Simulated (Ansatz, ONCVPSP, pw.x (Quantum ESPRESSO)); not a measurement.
# N: does the ONCV potential hold in the solid?

ONCVPSP 4.0.1.1 (patched build) input, shortened (lines: element, Z, core and valence counts, functional; n l f; lmax; l rc ep ncon nbas qcut; lloc lpopt rc5 dvloc0; l nproj debl; icmod fcfact rcfact), LDA (Perdew-Wang 92), scalar-relativistic:

```
  N 7.00    1    2  -001012      upf
    1    0    2.00
    2    0    2.00
    2    1    3.00
    1
    0    0.80    0.00    4    8    8.60
    1    1.75    0.00    4    7    8.30
    4    5    0.70    6.00
    0    2    1.50
    1    2    2.80
    2    0.65    0.85
```

Atomic tests: cutoffs needed: 30 Ha and 39 Ha (the cutoffs (Ha) at which the residual kinetic energy of the hardest occupied pseudo-wave falls to 1 and 0.1 mHa per electron); ghost test: no bound ghost flagged; no localised positive-energy state flagged; configuration tests: 1 of 4 tests not solved or not reliable.

Crystal test: fcc N in pw.x 7.5, no spin, 18³ k-points, Fermi–Dirac smearing 0.01 Ry, cutoffs 90/360 Ry. The lattice is a test structure that the element need not adopt, and mesh and smearing are coarse. Spin polarisation is left out.

pw.x input:

```
&control
  calculation='scf', prefix='x', pseudo_dir='./', outdir='./tmp', tstress=.true., disk_io='none'
/
&system
  ibrav=0, nat=1, ntyp=1, ecutwfc=90, ecutrho=360, nbnd=9,
  occupations='smearing', smearing='fd', degauss=0.01
/
&electrons
  conv_thr=1e-09, mixing_beta=0.4, electron_maxstep=70
/
ATOMIC_SPECIES
N 1.0 N.UPF
CELL_PARAMETERS angstrom
  0.00000000 1.52326687 1.52326687
  1.52326687 0.00000000 1.52326687
  1.52326687 1.52326687 0.00000000
ATOMIC_POSITIONS crystal
N 0.0000 0.0000 0.0000
K_POINTS automatic
18 18 18 0 0 0
```

```bash
pw.x < N.scf.in > N.scf.out
```

How does the run end?

It converges; the pressure is 0.26 GPa against -0.19 GPa from all-electron LAPW. Atomic configuration tests: 1 of 4 tests not solved or not reliable. The log shows:

```
Message from routine setup:
     using ibrav=0 with symmetry is DISCOURAGED, use correct ibrav instead
     lattice parameter (alat)  =       4.0709  a.u.
     unit-cell volume          =      47.7040 (a.u.)^3
     number of electrons       =         5.00
     number of Kohn-Sham states=            9
     kinetic-energy cutoff     =      90.0000  Ry
     charge density cutoff     =     360.0000  Ry
     scf convergence threshold =      1.0E-09
     Exchange-correlation= SLA  PW   NOGX NOGC
     number of k points=   195  Fermi-Dirac smearing, width (Ry)=  0.0100
     iteration #  1     ecut=    90.00 Ry     beta= 0.40
     total energy              =     -20.76656172 Ry
     estimated scf accuracy    <       0.00043497 Ry
     iteration #  2     ecut=    90.00 Ry     beta= 0.40
     total energy              =     -20.76654685 Ry
     estimated scf accuracy    <       0.00010055 Ry
     iteration #  3     ecut=    90.00 Ry     beta= 0.40
     total energy              =     -20.76655694 Ry
     estimated scf accuracy    <       0.00000437 Ry
     iteration #  4     ecut=    90.00 Ry     beta= 0.40
     total energy              =     -20.76655708 Ry
     estimated scf accuracy    <          3.8E-09 Ry
     iteration #  5     ecut=    90.00 Ry     beta= 0.40
     the Fermi energy is     9.2155 ev
!    total energy              =     -20.76655708 Ry
     estimated scf accuracy    <          5.4E-10 Ry
     smearing contrib. (-TS)   =      -0.00291413 Ry
     The total energy is F=E-TS. E is the sum of the following terms:
     one-electron contribution =       3.68333440 Ry
     hartree contribution      =       1.54227440 Ry
     xc contribution           =      -6.07970264 Ry
     ewald contribution        =     -19.90954911 Ry
     convergence has been achieved in   5 iterations
          total   stress  (Ry/bohr**3)                   (kbar)     P=        2.58
     Message from routine punch:
     Nothing written, as per user request (disk_io='none')
```
